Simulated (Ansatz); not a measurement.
What does this script print? It uses Ansatz 0.2.0, Python API.

The script, `c4h8os.py`:
```python
# -*- coding: utf-8 -*-
'''Relax the C4H8OS molecule.'''

import itertools

import ansatz
from ase.data import atomic_numbers, covalent_radii
import numpy as np

geometry_ang = [
    ('C', [1.6148, -0.3244, -0.3661]),
    ('C', [0.7667, -0.1184, 0.8655]),
    ('O', [1.2512, -0.2899, 1.9874]),
    ('C', [-0.6892, 0.3011, 0.6936]),
    ('C', [-1.419, -0.5102, -0.3666]),
    ('S', [-0.7864, 2.0849, 0.3233]),
    ('H', [1.5582, 0.5462, -1.0224]),
    ('H', [1.2867, -1.2211, -0.8966]),
    ('H', [2.6592, -0.4582, -0.0686]),
    ('H', [-1.1875, 0.1403, 1.6565]),
    ('H', [-1.0181, -0.3385, -1.3718]),
    ('H', [-2.4877, -0.2694, -0.3822]),
    ('H', [-1.3248, -1.5822, -0.1593]),
    ('H', [-0.2242, 2.0398, -0.8928]),
]
geometry = ansatz.Crystal.molecule()
for symbol, xyz in geometry_ang:
    geometry = geometry.atom(symbol, xyz)

base = (
    geometry.calculation()
    .basis(gaussian='cc-pVDZ')
    .functional('pbe0', dispersion='d4')
)
symbols = [site.symbol for site in geometry.cartesian_sites]
start = np.array([site.position_ang for site in geometry.cartesian_sites], dtype=float)
def progress(event):
    if event['event'] == 'relax_step':
        row = event['data']
        print(f'step {row["step"]:3d}  E = {row["lagrangian_ev"]:.6f} eV  largest force component {row["allowed_force_max_ev_ang"]:.4f} eV/A')


rep = base.relax(force_tolerance=0.005).session().plan().execute(on_event=progress).report
end = np.array(rep['positions_ang'])

print('reference energy %16.6f eV' % rep['reference_energy_ev'])
print('total energy     %16.6f eV' % rep['free_energy_ev'])
print('occupied orbitals outside the frozen core (up, down):', rep['n_occupied'], ' frozen:', rep['n_frozen'], ' virtual:', rep['n_virtual'])

# pairs closer than 1.2 times the sum of covalent radii, before or after
radius = [covalent_radii[atomic_numbers[s]] for s in symbols]
span = lambda where, i, j: np.linalg.norm(where[i] - where[j])
bonded = [(i, j) for i, j in itertools.combinations(range(len(symbols)), 2) if min(span(start, i, j), span(end, i, j)) < 1.2 * (radius[i] + radius[j])]
print('pair        before    after (A)')
for i, j in bonded:
    print(f'{symbols[i]}{i}-{symbols[j]}{j}'.ljust(10), f'{span(start, i, j):8.4f} {span(end, i, j):8.4f}')

charges = rep['charge_distribution']
dipole = np.array(charges['dipole_moment_e_ang']) * 4.803205
print('dipole (D): {:.3f} {:.3f} {:.3f}, length {:.3f}'.format(*dipole, np.linalg.norm(dipole)))
print('atom  Mulliken   Lowdin')
for symbol, m, l in zip(symbols, charges['mulliken_charges_e'], charges['lowdin_charges_e']):
    print(f'{symbol:4s} {m:9.3f} {l:8.3f}')
with open('c4h8os_opt.xyz', 'w') as handle:
    handle.write(f'{len(symbols)}\nrelaxed C4H8OS\n')
    handle.writelines(f'{s:2s} {x:11.6f} {y:11.6f} {z:11.6f}\n' for s, (x, y, z) in zip(symbols, end))
```

Running `python c4h8os.py` prints:
```text
step   1  E = -17150.410155 eV  largest force component 1.7736 eV/A
step   2  E = -17150.481413 eV  largest force component 0.4129 eV/A
step   3  E = -17150.488788 eV  largest force component 0.2112 eV/A
step   4  E = -17150.491010 eV  largest force component 0.1220 eV/A
step   5  E = -17150.492097 eV  largest force component 0.0351 eV/A
step   6  E = -17150.492499 eV  largest force component 0.0794 eV/A
step   7  E = -17150.493295 eV  largest force component 0.0191 eV/A
step   8  E = -17150.493518 eV  largest force component 0.0309 eV/A
step   9  E = -17150.164856 eV  largest force component 3.3668 eV/A
step  10  E = -17150.493606 eV  largest force component 0.0164 eV/A
step  11  E = -17150.493630 eV  largest force component 0.0045 eV/A
step  12  E = -17150.493633 eV  largest force component 0.0074 eV/A
step  13  E = -17150.493627 eV  largest force component 0.0160 eV/A
step  14  E = -17150.493636 eV  largest force component 0.0009 eV/A
reference energy    -17150.211226 eV
total energy        -17150.493662 eV
occupied orbitals outside the frozen core (up, down): [28, 28]  frozen: 0  virtual: [100, 100]
pair        before    after (A)
C0-C1        1.5095   1.5081
C0-H6        1.0917   1.0993
C0-H7        1.0923   1.1023
C0-H8        1.0942   1.0965
C1-O2        1.2340   1.2102
C1-C3        1.5249   1.5262
C3-C4        1.5215   1.5189
C3-S5        1.8244   1.8369
C3-H9        1.0961   1.1004
C4-H10       1.0957   1.1013
C4-H11       1.0956   1.0990
C4-H12       1.0959   1.1022
S5-H13       1.3405   1.3561
dipole (D): -0.866 -0.837 -3.059, length 3.287
atom  Mulliken   Lowdin
C       -0.068   -0.003
C        0.093   -0.324
O       -0.209    0.196
C       -0.258   -0.244
C       -0.039   -0.006
S       -0.069    0.281
H        0.054    0.016
H        0.075    0.033
H        0.070    0.026
H        0.084    0.018
H        0.049    0.009
H        0.066    0.020
H        0.063    0.024
H        0.090   -0.046
```

`c4h8os_opt.xyz`, as written:
```text
14
relaxed C4H8OS
C     1.660284   -0.292404   -0.347134
C     0.781326   -0.170680    0.872234
O     1.183966   -0.439460    1.981379
C    -0.661570    0.285360    0.673764
C    -1.435121   -0.512159   -0.361880
S    -0.689042    2.092322    0.344484
H     1.550549    0.568389   -1.022032
H     1.377191   -1.195601   -0.912144
H     2.705200   -0.390634   -0.029727
H    -1.133528    0.198037    1.663990
H    -0.997750   -0.403998   -1.366848
H    -2.477709   -0.167616   -0.408676
H    -1.433404   -1.583586   -0.103206
H    -0.430493    2.012028   -0.984305
```

Total energies depend on the basis set; only differences at equal settings carry meaning. The end point is the stationary point reached from this start; no frequency run checks that it is a minimum, and the basis set is modest. The Löwdin charges here are taken after orthogonalising the functions within each atom; they differ from plain Löwdin charges, and their signs can be unphysical. Total less reference energy is the dispersion correction. Wall time of the script: 2.5 min on 1 thread of Intel(R) Xeon(R) Processor @ 2.70GHz, on a shared host, peak memory 0.41 GiB.

(A comment or docstring line of the script was reworded after the run, the code is as it ran; lines on the test bed's own set-up are left out of the output.)
